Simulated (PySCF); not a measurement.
Molecule: SMILES PP, H₄P₂.

Molfile (atoms numbered from 1):
```
H4P2
     RDKit          3D

  6  5  0  0  0  0  0  0  0  0999 V2000
    0.5205    0.9412   -0.3435 P   0  0  0  0  0  0  0  0  0  0  0  0
   -0.5427   -0.9328    0.2900 P   0  0  0  0  0  0  0  0  0  0  0  0
    1.3599    0.9568    0.8141 H   0  0  0  0  0  0  0  0  0  0  0  0
    1.4996    0.2336   -1.1095 H   0  0  0  0  0  0  0  0  0  0  0  0
   -1.4147   -0.9284   -0.8439 H   0  0  0  0  0  0  0  0  0  0  0  0
   -1.4927   -0.2236    1.0903 H   0  0  0  0  0  0  0  0  0  0  0  0
  1  2  1  0
  1  3  1  0
  1  4  1  0
  2  5  1  0
  2  6  1  0
M  END
```

Geometry PBE0-D3(BJ)/def2-SVP throughout; GIAO in PySCF, gas phase, one conformer, non-relativistic; equivalent atoms averaged; functional PBE0.

Question: How do the absolute shieldings σ depend on the basis set? (ppm; last column core-seconds on 1 thread of an Arm Neoverse V2, shared host)

Answer: 
```tsv
basis set	functions	P1/P2	H3/H4/H5/H6	core-s
pcSseg-0	34	578.0	30.30	0.93
cc-pVDZ	56	585.3	29.03	1.6
aug-cc-pVDZ	90	585.8	28.97	2.6
cc-pVTZ	124	545.7	28.91	4
IGLO-III	128	532.7	28.97	3.4
pcSseg-3	284	523.1	28.69	24
```

Question: Which nucleus moves most, in ppm?

Answer: P1/P2 (phosphorus bonded to P, 2 H): from 523.1 ppm with pcSseg-3 to 585.8 ppm with aug-cc-pVDZ. The smallest spread is 1.62 ppm, at H3/H4/H5/H6.

Question: Taking the largest basis, pcSseg-3 (284 functions), as the yardstick, rank the others by their worst heavy-atom deviation.

Answer: IGLO-III 9.5 ppm (128 functions), cc-pVTZ 22.6 ppm (124 functions), pcSseg-0 54.9 ppm (34 functions), cc-pVDZ 62.2 ppm (56 functions), aug-cc-pVDZ 62.6 ppm (90 functions).

A small basis that lands close on one nucleus may do so by chance; judge by the trend and by all nuclei.
